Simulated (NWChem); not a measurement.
Program: NWChem. System: hydrogen cyanide (CHN), charge 0, spin multiplicity 1, at a geometry optimised with PBE/def2-SVP. Level: CIS/def2-SVPD.

The NWChem input:

```
start mol
memory heap 200 mb stack 800 mb global 1000 mb
geometry units angstroms nocenter noautoz
  C      0.000000     0.000000    -0.505970
  N      0.000000     0.000000     0.661277
  H      0.000000     0.000000    -1.593117
  symmetry group C2v
end
basis spherical
  * library def2-svpd
end
dft
  xc hfexch
  semidirect memsize 60000000 filesize 0
  iterations 100
end
tddft
  cis
  nroots 6
  notriplet
  thresh 1e-4
end
task tddft energy
```

Part of the output:

```
             Northwest Computational Chemistry Package (NWChem) 7.3.0
             --------------------------------------------------------

                                NWChem Input Module
                                -------------------

 Scaling coordinates for geometry "geometry" by  1.889725989
 (inverse scale =  0.529177249)

 Turning off AUTOSYM since
 SYMMETRY directive was detected!

                             Geometry "geometry" -> ""
                             -------------------------

 Output coordinates in angstroms (scale by  1.889725989 to convert to a.u.)

  No.       Tag          Charge          X              Y              Z
 ---- ---------------- ---------- -------------- -------------- --------------
    1 C                    6.0000     0.00000000     0.00000000    -0.50597000
    2 N                    7.0000     0.00000000     0.00000000     0.66127700
    3 H                    1.0000     0.00000000     0.00000000    -1.59311700

 Effective nuclear repulsion energy (a.u.)      23.6045764770

            Nuclear Dipole moment (a.u.)
            ----------------------------
        X                 Y               Z
 ---------------- ---------------- ----------------
     0.0000000000     0.0000000000     0.0000037795

      Symmetry information
      --------------------

 Group name             C2v
 Group number             16
 Group order               4
 No. of unique centers     3

      Symmetry unique atoms

     1    2    3


 Summary of "ao basis" -> "" (spherical)
 ------------------------------------------------------------------------------
       Tag                 Description            Shells   Functions and Types
 ---------------- ------------------------------  ------  ---------------------
 *                         def2-svpd                  on all atoms

  xc_inp: hfexch multiplicative factor not found.

                                 NWChem DFT Module
                                 -----------------

 Summary of "ao basis" -> "ao basis" (spherical)
 ------------------------------------------------------------------------------
       Tag                 Description            Shells   Functions and Types
 ---------------- ------------------------------  ------  ---------------------
 C                         def2-svpd                 8       20   4s2p2d
 N                         def2-svpd                 8       20   4s2p2d
 H                         def2-svpd                 4        8   2s2p

 Summary of "ao basis" -> "ao basis" (spherical)
 ------------------------------------------------------------------------------
       Tag                 Description            Shells   Functions and Types
 ---------------- ------------------------------  ------  ---------------------
 C                         def2-svpd                 8       20   4s2p2d
 N                         def2-svpd                 8       20   4s2p2d
 H                         def2-svpd                 4        8   2s2p

      Symmetry analysis of basis
      --------------------------

        a1         24
        a2          4
        b1         10
        b2         10

            General Information
            -------------------
          SCF calculation type: DFT
          Wavefunction type:  closed shell.
          No. of atoms     :     3
          No. of electrons :    14
           Alpha electrons :     7
            Beta electrons :     7
          Charge           :     0
          Spin multiplicity:     1
          Use of symmetry is: off; symmetry adaption is: on
          Maximum number of iterations: 100
          AO basis - number of functions:    48
                     number of shells:    20
          Convergence on energy requested:  1.00D-06
          Convergence on density requested:  1.00D-05
          Convergence on gradient requested:  5.00D-04

              XC Information
              --------------
                     Hartree-Fock (Exact) Exchange  1.000

          Convergence Information
          -----------------------
          Convergence aids based upon iterative change in
          total energy or number of iterations.
          Levelshifting, if invoked, occurs when the
          HOMO/LUMO gap drops below (HL_TOL):  1.00D-02
          DIIS, if invoked, will attempt to extrapolate
          using up to (NFOCK): 10 stored Fock matrices.

                    Damping( 0%)  Levelshifting(0.5)       DIIS
                  --------------- ------------------- ---------------
          dE  on:    start            ASAP                start
          dE off:    2 iters        100 iters           100 iters

      Screening Tolerance Information
      -------------------------------
          Density screening/tol_rho:  1.00D-10
          AO Gaussian exp screening on grid/accAOfunc:  14
          CD Gaussian exp screening on grid/accCDfunc:  20
          XC Gaussian exp screening on grid/accXCfunc:  20
          Schwarz screening/accCoul:  1.00D-08

      Superposition of Atomic Density Guess
      -------------------------------------

 Sum of atomic energies:         -92.36886466

      Non-variational initial energy
      ------------------------------

 Total energy =     -92.957873
 1-e energy   =    -170.737763
 2-e energy   =      54.175314
 HOMO         =      -0.444071
 LUMO         =      -0.062408

      Symmetry analysis of molecular orbitals - initial
      -------------------------------------------------

 !! scf_movecs_sym_adapt:   28 vectors were symmetry contaminated

  Symmetry fudging

 !! scf_movecs_sym_adapt:   28 vectors were symmetry contaminated
[...]
          Estimated peak GA usage is           4596426 doubles
          Estimated peak MA usage is             18600 doubles

    6 smallest eigenvalue differences (eV)
--------------------------------------------------------
  No. Spin  Occ  Vir  Irrep   E(Occ)    E(Vir)   E(Diff)
--------------------------------------------------------
    1    1    7    8 b2       -0.495     0.094    16.019
    2    1    6    8 b1       -0.495     0.094    16.019
    3    1    7    9 a2       -0.495     0.145    17.429
    4    1    6    9 a1       -0.495     0.145    17.429
    5    1    7   10 a1       -0.495     0.145    17.429
    6    1    6   10 a2       -0.495     0.145    17.429
--------------------------------------------------------

  Entering Davidson iterations
  Restricted singlet excited states

  Iter   NTrls   NConv    DeltaV     DeltaE      Time
  ----  ------  ------  ---------  ---------  ---------
    1      6       0     0.28E+00   0.10+100        1.8
    2     12       0     0.49E-01   0.79E-01        1.6
    3     18       0     0.28E-01   0.69E-02        1.9
    4     24       0     0.11E+00   0.44E-01        1.8
    5     30       1     0.56E-01   0.29E-01        1.6
    6     35       3     0.90E-01   0.92E-02        1.5
    7     38       3     0.67E-01   0.13E-01        1.5
    8     41       3     0.20E-01   0.27E-02        1.6
    9     44       3     0.31E-02   0.13E-03        1.5
   10     47       4     0.73E-03   0.37E-05        1.2
   11     49       5     0.15E-03   0.22E-06        1.2
   12     50       6     0.52E-04   0.14E-07        1.3
  ----  ------  ------  ---------  ---------  ---------
  Convergence criterion met

  Ground state a1        -92.801041000153 a.u.

  ----------------------------------------------------------------------------
  Root   1 singlet a2             0.256787338 a.u.                6.9875 eV
  ----------------------------------------------------------------------------
     Transition Moments    X -0.00000   Y -0.00000   Z -0.00000
     Transition Moments   XX  0.00000  XY -0.00000  XZ -0.00000
     Transition Moments   YY  0.00000  YZ -0.00000  ZZ -0.00000
     Dipole Oscillator Strength                    0.0000000000
     Electric Quadrupole                           0.0000000000
     Magnetic Dipole                               0.0000000000
     Total Oscillator Strength                     0.0000000000

          sigma_e =   1.3071 Angstrom
          sigma_h =   1.0477 Angstrom
         |d_h->e| =   0.2666 Angstrom
            d_exc =   1.6963 Angstrom
            d_CD1 =   0.5260 Angstrom
            d_CD2 =  -0.9108 Angstrom
            d_CD3 =   1.9629 Angstrom
     Pearson C.C. =  -0.0000

     Occ.    6  b1  ---  Virt.   10  b2      -0.65413
     Occ.    6  b1  ---  Virt.   14  b2       0.21001
     Occ.    6  b1  ---  Virt.   19  b2      -0.14995
     Occ.    6  b1  ---  Virt.   28  b2       0.06726
     Occ.    7  b2  ---  Virt.    9  b1       0.65413
     Occ.    7  b2  ---  Virt.   13  b1      -0.21001
     Occ.    7  b2  ---  Virt.   18  b1       0.14995
     Occ.    7  b2  ---  Virt.   27  b1      -0.06726
  ----------------------------------------------------------------------------
  Root   2 singlet a2             0.273782027 a.u.                7.4500 eV
  ----------------------------------------------------------------------------
     Transition Moments    X  0.00000   Y -0.00000   Z -0.00000
     Transition Moments   XX  0.00002  XY  0.26487  XZ  0.00000
     Transition Moments   YY -0.00002  YZ -0.00000  ZZ  0.00000
     Dipole Oscillator Strength                    0.0000000000
     Electric Quadrupole                           0.0000000077
     Magnetic Dipole                               0.0000000000
     Total Oscillator Strength                     0.0000000077

          sigma_e =   1.3342 Angstrom
          sigma_h =   1.0476 Angstrom
         |d_h->e| =   0.2857 Angstrom
            d_exc =   1.7155 Angstrom
            d_CD1 =   0.5723 Angstrom
            d_CD2 =  -0.9053 Angstrom
            d_CD3 =   2.0012 Angstrom
     Pearson C.C. =   0.0058

     Occ.    6  b1  ---  Virt.   10  b2      -0.65996
     Occ.    6  b1  ---  Virt.   14  b2       0.20156
     Occ.    6  b1  ---  Virt.   19  b2      -0.13898
     Occ.    6  b1  ---  Virt.   28  b2       0.05989
     Occ.    7  b2  ---  Virt.    9  b1      -0.65996
     Occ.    7  b2  ---  Virt.   13  b1       0.20156
     Occ.    7  b2  ---  Virt.   18  b1      -0.13898
     Occ.    7  b2  ---  Virt.   27  b1       0.05989
  ----------------------------------------------------------------------------
  Root   3 singlet a1             0.273782027 a.u.                7.4500 eV
  ----------------------------------------------------------------------------
     Transition Moments    X -0.00000   Y -0.00000   Z -0.00000
     Transition Moments   XX  0.26487  XY -0.00002  XZ  0.00000
     Transition Moments   YY -0.26487  YZ -0.00000  ZZ -0.00000
     Dipole Oscillator Strength                    0.0000000000
     Electric Quadrupole                           0.0000000077
     Magnetic Dipole                               0.0000000000
     Total Oscillator Strength                     0.0000000077

          sigma_e =   1.3342 Angstrom
          sigma_h =   1.0476 Angstrom
         |d_h->e| =   0.2857 Angstrom
            d_exc =   1.7155 Angstrom
            d_CD1 =   0.5723 Angstrom
            d_CD2 =  -0.9053 Angstrom
            d_CD3 =   2.0012 Angstrom
     Pearson C.C. =   0.0058

     Occ.    6  b1  ---  Virt.    9  b1      -0.65996
     Occ.    6  b1  ---  Virt.   13  b1       0.20156
     Occ.    6  b1  ---  Virt.   18  b1      -0.13898
     Occ.    6  b1  ---  Virt.   27  b1       0.05989
     Occ.    7  b2  ---  Virt.   10  b2       0.65996
     Occ.    7  b2  ---  Virt.   14  b2      -0.20156
     Occ.    7  b2  ---  Virt.   19  b2       0.13898
     Occ.    7  b2  ---  Virt.   28  b2      -0.05989
  ----------------------------------------------------------------------------
  Root   4 singlet b1             0.370208062 a.u.               10.0739 eV
  ----------------------------------------------------------------------------
     Transition Moments    X -0.24435   Y  0.00000   Z -0.00000
     Transition Moments   XX -0.00000  XY -0.00000  XZ -1.20029
     Transition Moments   YY -0.00000  YZ  0.00000  ZZ -0.00000
     Dipole Oscillator Strength                    0.0147358467
     Electric Quadrupole                           0.0000003893
     Magnetic Dipole                               0.0000063731
     Total Oscillator Strength                     0.0147426090

          sigma_e =   1.3354 Angstrom
          sigma_h =   0.9813 Angstrom
         |d_h->e| =   0.8450 Angstrom
            d_exc =   1.8491 Angstrom
            d_CD1 =   1.1992 Angstrom
            d_CD2 =  -0.3134 Angstrom
            d_CD3 =   2.6941 Angstrom
     Pearson C.C. =   0.0156

     Occ.    3  a1  ---  Virt.    9  b1       0.08112
     Occ.    4  a1  ---  Virt.    9  b1      -0.06186
     Occ.    5  a1  ---  Virt.    9  b1       0.91735
     Occ.    5  a1  ---  Virt.   13  b1      -0.25693
     Occ.    5  a1  ---  Virt.   18  b1       0.23571
     Occ.    5  a1  ---  Virt.   27  b1      -0.07542
     Occ.    5  a1  ---  Virt.   33  b1       0.06234
     Occ.    6  b1  ---  Virt.    8  a1      -0.07142
  ----------------------------------------------------------------------------
  Root   5 singlet b2             0.370208063 a.u.               10.0739 eV
  ----------------------------------------------------------------------------
     Transition Moments    X -0.00000   Y -0.24434   Z  0.00000
     Transition Moments   XX -0.00000  XY  0.00000  XZ -0.00000
     Transition Moments   YY -0.00000  YZ -1.20035  ZZ  0.00000
     Dipole Oscillator Strength                    0.0147345381
     Electric Quadrupole                           0.0000003893
     Magnetic Dipole                               0.0000063734
     Total Oscillator Strength                     0.0147413008

          sigma_e =   1.3355 Angstrom
          sigma_h =   0.9813 Angstrom
         |d_h->e| =   0.8449 Angstrom
            d_exc =   1.8491 Angstrom
            d_CD1 =   1.1991 Angstrom
            d_CD2 =  -0.3134 Angstrom
            d_CD3 =   2.6941 Angstrom
     Pearson C.C. =   0.0156

     Occ.    3  a1  ---  Virt.   10  b2       0.08112
     Occ.    4  a1  ---  Virt.   10  b2      -0.06187
     Occ.    5  a1  ---  Virt.   10  b2       0.91734
     Occ.    5  a1  ---  Virt.   14  b2      -0.25696
     Occ.    5  a1  ---  Virt.   19  b2       0.23569
     Occ.    5  a1  ---  Virt.   28  b2      -0.07542
     Occ.    5  a1  ---  Virt.   34  b2       0.06233
     Occ.    7  b2  ---  Virt.    8  a1      -0.07142
  ----------------------------------------------------------------------------
  Root   6 singlet b2             0.394292142 a.u.               10.7292 eV
  ----------------------------------------------------------------------------
     Transition Moments    X  0.00000   Y -0.61639   Z  0.00000
     Transition Moments   XX -0.00000  XY  0.00000  XZ -0.00000
     Transition Moments   YY -0.00000  YZ  0.27631  ZZ  0.00000
     Dipole Oscillator Strength                    0.0998700850
     Electric Quadrupole                           0.0000000249
     Magnetic Dipole                               0.0000000297
     Total Oscillator Strength                     0.0998701397

          sigma_e =   2.5967 Angstrom
          sigma_h =   1.0481 Angstrom
         |d_h->e| =   1.1663 Angstrom
            d_exc =   3.0283 Angstrom
            d_CD1 =   2.7149 Angstrom
            d_CD2 =  -0.6561 Angstrom
            d_CD3 =   4.1946 Angstrom
     Pearson C.C. =   0.0057

     Occ.    5  a1  ---  Virt.   10  b2       0.06557
     Occ.    7  b2  ---  Virt.    8  a1       0.96201
     Occ.    7  b2  ---  Virt.   11  a1       0.19646
     Occ.    7  b2  ---  Virt.   12  a1       0.07815
     Occ.    7  b2  ---  Virt.   17  a1      -0.05815
     Occ.    7  b2  ---  Virt.   20  a1       0.13582

              Target root =      1
          Target symmetry = none
      Ground state energy =    -92.801041000153
        Excitation energy =      0.256787337624
     Excited state energy =    -92.544253662529

  stored tddft:energy   -92.544253662528973

 Task  times  cpu:       19.1s     wall:       19.1s

 Total times  cpu:       19.1s     wall:       19.1s
```
